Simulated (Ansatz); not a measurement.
**CHAlN+ (triplet): wave-function methods side by side, cc-pVTZ**

One table from this session's results is given with a row withheld; the runs are named, their logs left out.

Method: cc-pVTZ, core rule «outside noble gas», up to 7 orbitals frozen; program: Ansatz 0.2.0, Gaussian basis.

To be run: UHF; CCSD(T) on ROHF; CCSD(T) on UHF; BCCD(T) on ROHF; CCSDT(Q) on ROHF; CCSDT(Q) on UHF.

5 further runs of the same task are left out: 5 set aside as unsound or not needed.

## What is computed

The geometry is a PBE0/def2-TZVP stationary point (not a proven minimum) of the parent state, kept for this charge and spin.

4 atoms, charge 1, spin multiplicity 3.

Atoms are counted from 1 here; the program's logs count them from 0.

Bond lengths: Al1–N2 1.818 Å, Al1–H4 1.595 Å, N2–C3 1.194 Å. Angles: N2–Al1–H4 111.0°, Al1–N2–C3 170.0°.

The first run:

in.yaml reads:

```yaml
crystal:
  periodic: [false, false, false]
  atoms:
    - {symbol: Al, position_ang: [0.000000, -0.111786, 1.121424]}
    - {symbol: N, position_ang: [0.000000, 0.097969, -0.684708]}
    - {symbol: C, position_ang: [0.000000, 0.027668, -1.876852]}
    - {symbol: H, position_ang: [0.000000, 1.301302, 1.860276]}
basis:
  gaussian: {orbitals: cc-pVTZ}
total_charge: 1
magnetization: {spin_polarized: true, initial_magnetization: 2}
hamiltonian: {xc: hf}
output: {orbitals: {seedname: orbitals}}
```

Run with:

```sh
ansatz run in.yaml --threads 1 --pin off --events-out ev --progress --plain --max-ram 4096MiB --backend cpu
```

Among the steps run: UHF; CCSD(T) on ROHF; CCSD(T) on UHF; BCCD(T) on ROHF; CCSDT(Q) on ROHF; CCSDT(Q) on UHF.

One table of the session follows, with a row left open; its other results are not shown here.

```
   method  from RCCSDT(Q) (kJ/mol)
     ROHF                  +1044.1
      UHF                   +984.6
     RMP2                   +101.6
     UMP2                   +174.8
    RCCSD                        ?
    UCCSD                    +60.2
 RCCSD(T)                     +7.0
 UCCSD(T)                    +11.7
  BCCD(T)                     +7.2
   RCCSDT                     +4.2
   UCCSDT                     +4.2
RCCSDT(Q)                        0
UCCSDT(Q)                     -1.4
```

Q: Estimate the row for RCCSD from the others.

As computed: from RCCSDT(Q) (kJ/mol): +61.3. In the column «from RCCSDT(Q) (kJ/mol)» it lies between UCCSD (+60.2) and RMP2 (+101.6).

To keep in mind: Restricted and unrestricted rows rest on different reference determinants; where their highest levels disagree by more than a few hundredths of an eV, they describe different states and don't form one ladder.
